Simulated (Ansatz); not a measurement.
```yaml
crystal:
  periodic: [false, false, false]
  atoms:
    - {symbol: C, position_ang: [-1.744226, -0.627559, 0.714779]}
    - {symbol: C, position_ang: [-0.676099, -0.193528, 0.775287]}
    - {symbol: S, position_ang: [0.802026, 0.413652, 0.916758]}
    - {symbol: C, position_ang: [1.325173, 0.435452, -0.719950]}
    - {symbol: O, position_ang: [0.729553, 0.093146, -1.629929]}
    - {symbol: H, position_ang: [-2.689138, -1.012355, 0.653805]}
    - {symbol: H, position_ang: [2.311463, 0.825815, -0.754623]}
basis:
  gaussian: {orbitals: x2c-TZVPPall}
hamiltonian: {xc: {name: B2GP-PLYP}}
accuracy: high
output: {forces: true}
```

```sh
$ ansatz run in.yaml --threads 2 --pin off --events-out ev --progress --plain --max-ram 4352MiB
```

It prints (some lines left out):

```
Functional definition: B2GP-PLYP
3180 factors; integrals over basis functions are off by at most 7.0e-9 eV
mean field evaluation 1: about -16032.0211 eV, gradient 5.4e1 eV
mean field evaluation 2: about -16032.3059 eV, gradient 5.4e1 eV
mean field evaluation 4: about -16038.1024 eV, gradient 8.2e0 eV
mean field evaluation 8: about -16038.2609 eV, gradient 7.7e-1 eV
mean field evaluation 16: about -16038.2632 eV, gradient 2.1e-3 eV
mean field -16038.26320025 eV, -589.3953014840 hartree, gradient 8.7e-8 eV, S^2 0.000000; 0 other end points of the search recorded, 0 dependent functions left out
9 core orbitals not correlated: weight in the atoms' cores, before any rotation towards them, 1.000 or more for the frozen orbitals, at most 0.000 for the correlated occupied ones
reference -16038.26321835 eV, -589.3953021491 hartree; 13, 13 occupied and 172, 172 virtual orbitals, 3180 factors
second order -26.70375173 eV of doubles, -0.00000000 eV of singles
Total energy: -16047.87656897 eV, -589.7485862683 hartree
Relativity: scalar
Atom 0 at    -1.744226    -0.627559     0.714779 Å, force    -4.226360    -1.718291    -0.248046 eV/Å
Atom 1 at    -0.676099    -0.193528     0.775287 Å, force     3.098631     1.260649     0.189162 eV/Å
Atom 2 at     0.802026     0.413652     0.916758 Å, force     2.024823     1.051630     2.114084 eV/Å
Atom 3 at     1.325173     0.435452    -0.719950 Å, force     2.336300     1.285229     3.067371 eV/Å
Atom 4 at     0.729553     0.093146    -1.629929 Å, force    -3.115656    -1.812547    -4.951857 eV/Å
Atom 5 at    -2.689138    -1.012355     0.653805 Å, force    -1.546722    -0.629592    -0.097289 eV/Å
Atom 6 at     2.311463     0.825815    -0.754623 Å, force     1.428985     0.562922    -0.073425 eV/Å
Dipole moment:     0.083189     0.059623     0.230357 e Å
```

Run time 26 s (2 threads of an AMD EPYC 9R45 on a shared host); peak host memory 1 GiB.
